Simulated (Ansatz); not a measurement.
**PBE0-DH-D3(BJ)-ATM/cc-pVDZ-DK (damping of pbe) run of C2H7Al (SMILES [CH3][AlH][CH3])**

What is the energy change on altering one bond length of C2H7Al at PBE0-DH-D3(BJ)-ATM/cc-pVDZ-DK (damping of pbe)? 

The calculation is run with Ansatz 0.2.0.

4 further runs of the same task are left out: 1 for a known fault of the program, 2 that didn't finish, 1 set aside as unsound or not needed.

## (1) The structure to begin with

C2H7Al has 10 atoms, charge 0, and is taken as a singlet. SMILES: `[CH3][AlH][CH3]`. The shape is that of a PBE0-D4/def2-TZVP optimisation.

Bond lengths: C1–Al2 1.954 Å, Al2–C3 1.954 Å, C1–H4 1.095 Å, C1–H5 1.092 Å, C1–H6 1.096 Å, Al2–H7 1.595 Å, C3–H8 1.093 Å, C3–H9 1.095 Å, C3–H10 1.096 Å. Some angles: C1–Al2–C3 121.2°, C1–Al2–H7 120.2°, C3–Al2–H7 118.5°, Al2–C1–H4 111.1°, Al2–C1–H5 113.4°, Al2–C1–H6 110.4°, Al2–C3–H8 113.4°, Al2–C3–H9 111.0°, Al2–C3–H10 110.5°, H4–C1–H5 108.0°.

## (2) The energy at PBE0-DH-D3(BJ)-ATM/cc-pVDZ-DK (damping of pbe)

File job.yaml:

```yaml
crystal:
  periodic: [false, false, false]
  atoms:
    - {symbol: C, position_ang: [-1.219100, 0.923600, -0.783300]}
    - {symbol: Al, position_ang: [0.496800, 0.021800, -0.536400]}
    - {symbol: C, position_ang: [0.903900, -0.949000, 1.109700]}
    - {symbol: H, position_ang: [-2.054000, 0.233200, -0.621200]}
    - {symbol: H, position_ang: [-1.337000, 1.368500, -1.773800]}
    - {symbol: H, position_ang: [-1.340300, 1.723700, -0.043600]}
    - {symbol: H, position_ang: [1.605700, 0.078800, -1.681200]}
    - {symbol: H, position_ang: [0.069000, -0.980000, 1.814000]}
    - {symbol: H, position_ang: [1.201900, -1.980900, 0.894300]}
    - {symbol: H, position_ang: [1.756300, -0.490900, 1.624500]}
basis:
  gaussian: {orbitals: cc-pVDZ-DK.json}
hamiltonian: {xc: {name: PBE0-DH}, dispersion: {method: d3bjatm, functional: pbe}, pseudopotentials: {relativity: none}}
correlation: {frozen_orbitals: {Al: 5, C: 1, H: 0}}
output: {orbitals: {seedname: orbitals}}
```

The basis set cc-pVDZ-DK is read from a file made from the Basis Set Exchange's data (not shown).

Started as:

```
$ ansatz run job.yaml --threads 1 --pin off --max-ram 2610MiB --events-out events.jsonl --progress --plain --runs-dir runs
```

Output:

```text
Warning: RAYON_NUM_THREADS=1 ignored (pool sized by the plan → 1); use --threads N
Functional definition: PBE0-DH
  name "PBE0-DH"
  parameter a = 1/2
  parameter c = 1/8
  exchange = (1 - a)*pbe_x + a*exact_x
  correlation = (1 - c)*pbe_c + c*(mp2_os + mp2_ss)
744 factors; integrals over basis functions are off by at most 1.0e-3 eV
mean field evaluation 1: about -8769.5228 eV, gradient 4.7e1 eV
mean field evaluation 2: about -8769.5208 eV, gradient 4.7e1 eV
mean field evaluation 4: about -8774.7925 eV, gradient 1.3e0 eV
mean field evaluation 8: about -8774.7991 eV, gradient 6.8e-3 eV
mean field -8774.79913511 eV, -322.4679204430 hartree, gradient 2.1e-6 eV, S^2 0.000000; 0 other end points of the search recorded, 0 dependent functions left out
7 core orbitals not correlated: weight in the atoms' cores, before any rotation towards them, 1.000 or more for the frozen orbitals, at most 0.000 for the correlated occupied ones
reference -8774.79915590 eV, -322.4679212067 hartree; 9, 9 occupied and 65, 65 virtual orbitals, 744 factors
second order -12.29381470 eV of doubles, -0.00000000 eV of singles
WARN: the results are in doubt because the basis set is contracted for relativity, which is off
Total energy: -8776.48014111 eV, -322.5296962738 hartree
In doubt: the basis set is contracted for relativity, which is off
```

Run time: 4.8 s. Hardware: 1 thread of Arm Neoverse N1, shared host; peak memory 0.26 GiB.

## (3) The distorted shape, same level

File job.yaml:

```yaml
crystal:
  periodic: [false, false, false]
  atoms:
    - {symbol: C, position_ang: [-1.230889, 0.968086, -0.882342]}
    - {symbol: Al, position_ang: [0.485011, 0.066286, -0.635442]}
    - {symbol: C, position_ang: [0.892111, -0.904514, 1.010658]}
    - {symbol: H, position_ang: [-2.065789, 0.277686, -0.720242]}
    - {symbol: H, position_ang: [-1.337000, 1.368500, -1.773800]}
    - {symbol: H, position_ang: [-1.352089, 1.768186, -0.142642]}
    - {symbol: H, position_ang: [1.593911, 0.123286, -1.780242]}
    - {symbol: H, position_ang: [0.057211, -0.935514, 1.714958]}
    - {symbol: H, position_ang: [1.190111, -1.936414, 0.795258]}
    - {symbol: H, position_ang: [1.744511, -0.446414, 1.525458]}
basis:
  gaussian: {orbitals: cc-pVDZ-DK.json}
hamiltonian: {xc: {name: PBE0-DH}, dispersion: {method: d3bjatm, functional: pbe}, pseudopotentials: {relativity: none}}
correlation: {frozen_orbitals: {Al: 5, C: 1, H: 0}}
output: {orbitals: {seedname: orbitals}}
```

The basis set cc-pVDZ-DK is read from a file made from the Basis Set Exchange's data (not shown).

Started as:

```
$ ansatz run job.yaml --threads 1 --pin off --max-ram 2610MiB --events-out events.jsonl --progress --plain --runs-dir runs
```

Output, shortened:

```text
Warning: RAYON_NUM_THREADS=1 ignored (pool sized by the plan → 1); use --threads N
[... 2 set-up lines as earlier in the session ...]
[...]
743 factors; integrals over basis functions are off by at most 1.1e-3 eV
[...]
mean field -8774.52074097 eV, -322.4576896469 hartree, gradient 2.9e-6 eV, S^2 0.000000; 0 other end points of the search recorded, 0 dependent functions left out
7 core orbitals not correlated: weight in the atoms' cores, before any rotation towards them, 1.000 or more for the frozen orbitals, at most 0.000 for the correlated occupied ones
reference -8774.52076184 eV, -322.4576904140 hartree; 9, 9 occupied and 65, 65 virtual orbitals, 743 factors
second order -12.22983849 eV of doubles, -0.00000000 eV of singles
WARN: the results are in doubt because the basis set is contracted for relativity, which is off
Total energy: -8776.19404986 eV, -322.5191826144 hartree
In doubt: the basis set is contracted for relativity, which is off
```

It took 4.8 s on 1 thread of Arm Neoverse N1, shared host; peak memory 0.26 GiB.

## (4) Outcome

Level: PBE0-DH-D3(BJ)-ATM/cc-pVDZ-DK (damping of pbe), 7 core orbitals frozen.

```
                                                         quantity          value
                                        first shape: total energy  -322.52970 Eh
                   first shape: HOMO energy (SCF part's orbitals)       -8.87 eV
                   first shape: LUMO energy (SCF part's orbitals)        0.02 eV
                 first shape: HOMO–LUMO gap (SCF part's orbitals)        8.89 eV
                                   first shape: dispersion energy  -13.92 kJ/mol
                                    distorted shape: total energy  -322.51918 Eh
               distorted shape: HOMO energy (SCF part's orbitals)       -8.88 eV
               distorted shape: LUMO energy (SCF part's orbitals)        0.02 eV
             distorted shape: HOMO–LUMO gap (SCF part's orbitals)        8.90 eV
                               distorted shape: dispersion energy  -13.95 kJ/mol
energy change with the C1–H5 bond shortened from 1.092 to 0.983 Å       0.286 eV
```

What this shows: With the C1–H5 bond shortened from 1.092 to 0.983 Å the energy rises by 0.29 eV (6.6 kcal/mol). The first shape isn't relaxed at this level, so the change isn't measured from a minimum. The basis (first shape) was made for a relativistic Hamiltonian, but the run is non-relativistic. The basis (distorted shape) was made for a relativistic Hamiltonian, but the run is non-relativistic.
